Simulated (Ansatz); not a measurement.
Compare A (`C=C=C(O)CO`) with its isomer B (`C/C=C(\O)C=O`).

Isolated molecules relaxed with PBE0-D4/def2-TZVP in Ansatz; ΔE leaves out vibrations. CBS: MP2 limit from def2 TZ/QZ plus the TZ coupled-cluster correction, frozen cores. Functionals use def2-TZVPP. B3LYP here is the variant with VWN-RPA as its local correlation; programs differ in this. One conformer a species, not always the lowest.

A:

```xyz
12

C     0.753   -2.262   -0.022
C     0.236   -1.076    0.123
C    -0.267    0.121    0.256
O    -1.469    0.402    0.854
C     0.398    1.375   -0.217
O    -0.405    2.093   -1.124
H     1.422   -2.688    0.722
H     0.539   -2.874   -0.896
H    -1.910   -0.423    1.079
H     0.641    1.989    0.663
H     1.327    1.126   -0.728
H    -1.265    2.218   -0.710
```

B:

```xyz
12

C    -0.138   -1.091    1.539
C     0.483   -0.193    0.537
C    -0.130    0.316   -0.534
O    -1.434    0.047   -0.817
C     0.580    1.202   -1.474
O     1.726    1.552   -1.392
H    -1.180   -1.302    1.303
H    -0.091   -0.645    2.538
H     0.406   -2.039    1.598
H     1.523    0.096    0.653
H    -1.688    0.505   -1.624
H    -0.056    1.552   -2.326
```

Which isomer does CCSD(T)/CBS put lower? Give the gap. (Estimate.)

Computed: B, by 108.0 kJ/mol.

Give E(B) − E(A) in kJ/mol with CCSD(T)/def2-TZVPP, B2PLYP, B3LYP-D4, MP2/def2-TZVPP, PBE-D4, CCSD/def2-TZVPP, B3LYP. (Best estimate.)

Ansatz gave: CCSD(T)/def2-TZVPP -111.5, B2PLYP -114.9, B3LYP-D4 -113.4, MP2/def2-TZVPP -115.5, PBE-D4 -116.7, CCSD/def2-TZVPP -109.1, B3LYP -112.4. None reverses the order clearly.

Largest T1 diagnostic: 0.015.
